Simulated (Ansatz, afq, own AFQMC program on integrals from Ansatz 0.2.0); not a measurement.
**N2H2, singlet: AFQMC among the cluster methods**

```
atom   x (Å)    y (Å)    z (Å)
   N  0.0000   0.0000   0.5844
   N  0.0000   0.0000  -0.7624
   H  0.0000   0.9681   1.2374
   H  0.0000  -0.9681   1.2374
```

Connectivity, by distances: NH2–N.

Basis cc-pVDZ. Noble-gas cores (and the filled d shells of Ga–Kr and In–Xe) are frozen. Integrals, coupled cluster, full CI and functionals: Ansatz 0.2.0; the random walks run on the same integrals in our own AFQMC program. The CISD trial takes its coefficients from CCSD amplitudes. Released means that phaseless walkers are propagated on without the constraint, phases kept. Error bars are statistical, one sigma.

Determinant: RHF, the one that the program's search chose, which needn't be the lowest solution. The geometry is a point of a scan.

No full CI on the walks' own integrals is used here; CCSDT(Q) serves as the reference and is uncertain by about the last step of the cluster series.

Cautions: higher spins were not checked; restricted determinant unstable towards unrestricted (UHF 349 meV lower, ⟨S²⟩ 0.71); raised T1 diagnostic (T1 0.034, weight of the determinant 0.85, largest double 0.11).

- T1 diagnostic: 0.0342
- weight of the determinant in the CISD state: 0.851
- size of the correlated space: 12 electrons in 36 orbitals

Reference: CCSDT(Q), correlation energy -10.095 eV. The released energy is read at 2.40 1/Eh (meV from the phaseless value at times in 1/Eh: 16 ± 30 at 0.24, 11 ± 23 at 0.51, 22 ± 22 at 0.99, 11 ± 33 at 1.62, -6 ± 42 at 2.40).

```json
{"level": "HF", "E − E(reference) (kcal/mol)": "232.80", "share of correlation (%)": "0.00"}
{"level": "MP2", "E − E(reference) (kcal/mol)": "26.11", "share of correlation (%)": "88.79"}
{"level": "CCSD", "E − E(reference) (kcal/mol)": "10.42", "share of correlation (%)": "95.52"}
{"level": "CCSD(T)", "E − E(reference) (kcal/mol)": "1.43", "share of correlation (%)": "99.38"}
{"level": "CCSDT", "E − E(reference) (kcal/mol)": "1.01", "share of correlation (%)": "99.57"}
{"level": "ph-AFQMC/HF", "E − E(reference) (kcal/mol)": "-3.74 ± 1.83", "share of correlation (%)": "101.61"}
{"level": "ph-AFQMC/CISD", "E − E(reference) (kcal/mol)": "0.39 ± 0.71", "share of correlation (%)": "99.83"}
{"level": "released AFQMC", "E − E(reference) (kcal/mol)": "0.25 ± 0.97", "share of correlation (%)": "99.89"}
```

A walk keeps the symmetry of its determinant, which the program's search chose and which needn't be the lowest solution, so a lower state of the same spin and another symmetry isn't excluded. Released energies are given only where the last usable release times agree within the noise; a slower fall can still hide under it.
